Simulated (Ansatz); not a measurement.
# C4H2 (1,3-butadiyne) at HSE06/aug-cc-pVDZ

Aim: the vertical singlet–triplet gap of C4H2 (1,3-butadiyne) at HSE06/aug-cc-pVDZ, from 2 runs. 

Program for the calculation: Ansatz 0.2.0.

43 further runs of the same task are left out: 16 that didn't finish, 27 set aside as unsound or not needed.

### 1 The structure to begin with

The species is C4H2 (6 atoms), meant as a singlet with charge 0. SMILES: `C#CC#C`. The coordinates come from a PBE0-D4/def2-TZVP relaxation.

Bond lengths: C1–C2 1.205 Å, C2–C3 1.364 Å, C3–C4 1.205 Å, C1–H5 1.064 Å, C4–H6 1.064 Å. Angles: C1–C2–C3 180.0°, C2–C3–C4 180.0°, C2–C1–H5 180.0°, C3–C4–H6 180.0°.

### 2 A single-point energy at HSE06/aug-cc-pVDZ

job.yaml

```yaml
crystal:
  periodic: [false, false, false]
  atoms:
    - {symbol: C, position_ang: [1.419140, -1.102190, 0.574700]}
    - {symbol: C, position_ang: [0.512970, -0.398530, 0.207720]}
    - {symbol: C, position_ang: [-0.513080, 0.398350, -0.207780]}
    - {symbol: C, position_ang: [-1.419150, 1.102170, -0.574710]}
    - {symbol: H, position_ang: [2.219890, -1.723930, 0.898960]}
    - {symbol: H, position_ang: [-2.219770, 1.724120, -0.898890]}
basis:
  gaussian:
    orbitals: aug-cc-pVDZ
accuracy: high
hamiltonian:
  xc: {name: HSE06}
output: {orbitals: {seedname: orbitals}}
```

Launch:

```
$ ansatz run job.yaml --threads 1 --pin off --max-ram 3480MiB --events-out events.jsonl --progress --plain --runs-dir runs
```

Log:

```text
Warning: RAYON_NUM_THREADS=1 ignored (pool sized by the plan → 1); use --threads N
Functional definition: HSE06
  name "HSE06"
  parameter a = 0.25
  parameter omega = 0.11/bohr
  exchange = pbe_x - a*pbe_x_sr(omega) + a*exact_x_sr(omega)
  correlation = pbe_c
1790 factors; integrals over basis functions are off by at most 2.5e-9 eV
143 factors; integrals over basis functions are off by at most 1.5e-9 eV
mean field evaluation 1: about -4165.3896 eV, gradient 4.5e1 eV
mean field evaluation 2: about -4164.3671 eV, gradient 4.9e1 eV
mean field evaluation 4: about -4171.3266 eV, gradient 1.9e0 eV
mean field evaluation 8: about -4171.3279 eV, gradient 2.0e-2 eV
mean field evaluation 16: about -4171.3279 eV, gradient 5.3e-7 eV
mean field -4171.32786006 eV, -153.2934714295 hartree, gradient 2.2e-8 eV, S^2 0.000000; 0 other end points of the search recorded, 0 dependent functions left out
reference -4171.32786725 eV, -153.2934716937 hartree; 13, 13 occupied and 97, 97 virtual orbitals, 1790 factors
Total energy: -4171.32786725 eV, -153.2934716937 hartree
```

It took 7.8 s on 1 thread of Intel Xeon Platinum 8175M at 2.50GHz (Skylake/Cascade Lake), shared host; peak memory 0.31 GiB.

### 3 The triplet

run.yaml

```yaml
crystal:
  periodic: [false, false, false]
  atoms:
    - {symbol: C, position_ang: [1.419140, -1.102190, 0.574700]}
    - {symbol: C, position_ang: [0.512970, -0.398530, 0.207720]}
    - {symbol: C, position_ang: [-0.513080, 0.398350, -0.207780]}
    - {symbol: C, position_ang: [-1.419150, 1.102170, -0.574710]}
    - {symbol: H, position_ang: [2.219890, -1.723930, 0.898960]}
    - {symbol: H, position_ang: [-2.219770, 1.724120, -0.898890]}
basis:
  gaussian:
    orbitals: aug-cc-pVDZ
magnetization:
  spin_polarized: true
  initial_magnetization: 2
hamiltonian:
  xc: {name: HSE06}
accuracy: high
output:
  orbitals: {seedname: orbitals}
```

Launch:

```
$ ansatz run run.yaml --threads 1 --pin off --max-ram 3480MiB --events-out events.jsonl --progress --plain --runs-dir runs
```

Log:

```text
Warning: RAYON_NUM_THREADS=1 ignored (pool sized by the plan → 1); use --threads N
Functional definition: HSE06
  name "HSE06"
  parameter a = 0.25
  parameter omega = 0.11/bohr
  exchange = pbe_x - a*pbe_x_sr(omega) + a*exact_x_sr(omega)
  correlation = pbe_c
1790 factors; integrals over basis functions are off by at most 2.5e-9 eV
143 factors; integrals over basis functions are off by at most 1.5e-9 eV
mean field evaluation 1: about -4160.9444 eV, gradient 3.1e1 eV
mean field evaluation 2: about -4155.0088 eV, gradient 3.8e1 eV
mean field evaluation 4: about -4166.5648 eV, gradient 3.9e0 eV
mean field evaluation 8: about -4166.7817 eV, gradient 1.2e-1 eV
mean field evaluation 16: about -4166.7821 eV, gradient 7.9e-4 eV
mean field evaluation 32: about -4167.2299 eV, gradient 3.7e-1 eV
mean field evaluation 64: about -4166.5898 eV, gradient 3.9e0 eV
mean field evaluation 96: about -4166.7821 eV, gradient 3.7e-8 eV
mean field -4167.23140391 eV, -153.1429294428 hartree, gradient 6.8e-8 eV, S^2 2.008015; 7 other end points of the search recorded, 0 dependent functions left out
reference -4167.23141003 eV, -153.1429296677 hartree; 14, 12 occupied and 96, 98 virtual orbitals, 1790 factors
Total energy: -4167.23141003 eV, -153.1429296677 hartree
```

Run time: 4.4 min. Hardware: 1 thread of Intel Xeon Platinum 8175M at 2.50GHz (Skylake/Cascade Lake), shared host; peak memory 0.48 GiB.

### 4 Outcome

At HSE06/aug-cc-pVDZ:

| quantity | value |
| --- | --- |
| singlet: total energy | -153.29347 Eh |
| singlet: HOMO energy | -7.30 eV |
| singlet: LUMO energy | -1.29 eV |
| singlet: HOMO–LUMO gap | 6.01 eV |
| triplet: total energy | -153.14293 Eh |
| triplet: HOMO energy (highest over α and β) | -3.24 eV |
| triplet: ⟨S²⟩ | 2.008 |
| vertical energy of the triplet above the singlet | 4.096 eV |

What this shows: At this shape the triplet lies 4.10 eV (395 kJ/mol) above the singlet.
